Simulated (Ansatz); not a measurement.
# CH₅B: how energies converge with the basis set

Aim: see how fast density functionals and correlated methods converge with the basis set for CH₅B.

The runs use Ansatz 0.2.0, Gaussian basis; one geometry, several basis sets.

Plan: PBE0-D4/def2-SVP; ωB97M-V/def2-SVP; PBE0-D4/def2-QZVPP; ωB97M-V/def2-QZVPP; CCSD(T)/cc-pV(D+d)Z; CCSD(T)/cc-pV(T+d)Z; CCSD(T)/cc-pV(Q+d)Z; the functionals' def2-TZVPP values are taken from earlier runs.

### 1 The relaxed structure

An earlier PBE0-D4 in a triple-zeta def2 set relaxation fixed the geometry.

7 atoms, charge 0, spin multiplicity 1.

Atoms are counted from 1 here; the program's logs count them from 0.

Bond lengths: B1–C2 1.548 Å, B1–H3 1.199 Å, B1–H4 1.199 Å, C2–H5 1.091 Å, C2–H6 1.105 Å, C2–H7 1.091 Å. Angles: C2–B1–H3 120.9°, C2–B1–H4 120.9°, H3–B1–H4 118.1°, B1–C2–H5 115.2°, B1–C2–H6 103.3°, B1–C2–H7 115.2°, H5–C2–H6 105.7°, H5–C2–H7 110.4°, H6–C2–H7 105.7°.

As a file:

| atom | x (Å) | y (Å) | z (Å) |
| --- | --- | --- | --- |
| B1 | -0.24431 | -0.85016 | 0.04320 |
| C2 | 0.14598 | 0.64766 | 0.00948 |
| H3 | 0.30361 | -1.61290 | 0.78814 |
| H4 | -1.05504 | -1.29267 | -0.72089 |
| H5 | 0.56385 | 1.04039 | 0.93814 |
| H6 | 0.96950 | 0.67993 | -0.72669 |
| H7 | -0.62239 | 1.31965 | -0.37699 |

### 2 PBE0-D4 in def2-SVP

in.yaml

```yaml
crystal:
  periodic: [false, false, false]
  atoms:
    - {symbol: B, position_ang: [-0.244307, -0.850159, 0.043203]}
    - {symbol: C, position_ang: [0.145983, 0.647658, 0.009475]}
    - {symbol: H, position_ang: [0.303606, -1.612897, 0.788144]}
    - {symbol: H, position_ang: [-1.055040, -1.292671, -0.720888]}
    - {symbol: H, position_ang: [0.563848, 1.040392, 0.938142]}
    - {symbol: H, position_ang: [0.969499, 0.679929, -0.726687]}
    - {symbol: H, position_ang: [-0.622389, 1.319647, -0.376987]}
basis:
  gaussian: {orbitals: def2-SVP}
hamiltonian: {xc: pbe0, dispersion: d4}
output: {orbitals: {seedname: orbitals}}
```

Launch:

```bash
> ansatz run in.yaml --threads 2 --pin off --events-out ev --progress --plain --max-ram 32768MiB --backend cpu
```

After this run come: ωB97M-V in def2-SVP; PBE0-D4 in def2-QZVPP; ωB97M-V in def2-QZVPP; CCSD(T) in cc-pV(D+d)Z; CCSD(T) in cc-pV(T+d)Z; CCSD(T) in cc-pV(Q+d)Z.

Q: Predict the results of all the runs planned. Wanted: MP2 correlation recovered, cc-pV(D+d)Z; MP2 correlation recovered, cc-pV(T+d)Z; MP2 correlation recovered, cc-pV(Q+d)Z; CCSD(T) limit from def2 sets; PBE0-D4: double and triple zeta above quadruple; ωB97M-V: double and triple zeta above quadruple.

**Answer**, as computed:

| quantity | value |
| --- | --- |
| MP2 correlation recovered, cc-pV(D+d)Z | 73.6 % |
| MP2 correlation recovered, cc-pV(T+d)Z | 90.4 % |
| MP2 correlation recovered, cc-pV(Q+d)Z | 96.0 % |
| CCSD(T) limit from def2 sets (earlier runs) less the limit of this series | 9 meV |
| PBE0-D4: double and triple zeta above quadruple | 2.11, 0.12 eV |
| ωB97M-V: double and triple zeta above quadruple | 2.29, 0.12 eV |

**Reading.** For PBE0-D4 the step from double to triple zeta gains 1.99 eV and the next only 0.12 eV. Correlation climbs from 74 % (cc-pV(D+d)Z) to 96 % (cc-pV(Q+d)Z) of the limit; Hartree-Fock is 0.036 eV from its own by then. A limit from the def2 sets, made apart, differs by 9 meV, a least measure of the doubt on such a limit. These are total energies; as a rule much of such shifts cancels in differences, which this series doesn't test.
